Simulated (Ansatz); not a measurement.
# How far each method lies from UCCSDT(Q) for H2C–GaH, triplet

Geometry: a PBE0/def2-TZVP stationary point for this spin, not checked as a minimum.

```yaml
atoms:
  - { symbol: C, position_ang: [0.0000, 0.0830, 1.6257] }
  - { symbol: Ga, position_ang: [0.0000, -0.0367, -0.3269] }
  - { symbol: H, position_ang: [0.0000, 1.0336, 2.1585] }
  - { symbol: H, position_ang: [0.0000, -0.7851, 2.2796] }
  - { symbol: H, position_ang: [0.0000, 1.3026, -1.1958] }
```

Basis cc-pVDZ; Ansatz 0.2.0. Correlated methods freeze the noble-gas cores and the filled d shells of p-block atoms, which leaves 10 electrons in 41 orbitals. R marks a restricted (for open shells ROHF) determinant, U an unrestricted one. Active spaces: pair = (4e, 4o) about the gap. No spin–orbit coupling is included, and no scalar relativity.

Full CI isn't at hand for all of this; UCCSDT(Q) serves as the reference, and is uncertain by about the last step of the cluster series. The frozen core follows each run's orbitals, which can shift R against U totals by a few meV for light atoms and by up to 0.1 eV past Ca.

- UHF ⟨S²⟩: 2.014
- T1 diagnostic (RCCSD): 0.0186
- largest doubles amplitude (RCCSD): 0.032
- T1 diagnostic (UCCSD): 0.0155

| level | E − E(UCCSDT(Q)) (kJ/mol) | share of correlation (%) | wall time |
| --- | --- | --- | --- |
| UHF | 529.3 | 2.26 | – |
| UMP2 | 97.8 | 81.94 | – |
| UCCSD | 15.4 | 97.16 | – |
| UCCSD(T) | 3.0 | 99.44 | 4.6 s |
| UCCSDT | 0.7 | 99.87 | – |

The correlation energy at UCCSDT(Q), counted from RHF, is -5.613 eV. That run took 33 s on 1 thread of Intel Xeon Platinum 8488C, shared host.

Run but not shown, since their state or frozen core can't be matched to the reference's or they repeat it: RHF, RMP2, RCCSD, RCCSD(T), BCCD(T), RCCSDT, RCCSDT(Q), CASSCF (pair space), NEVPT2 (pair space).

Times hold each run's SCF and search for its determinant on a shared host, so for small cases they say little of a method's own cost; they ran on 1 thread of Intel Xeon Platinum 8488C.
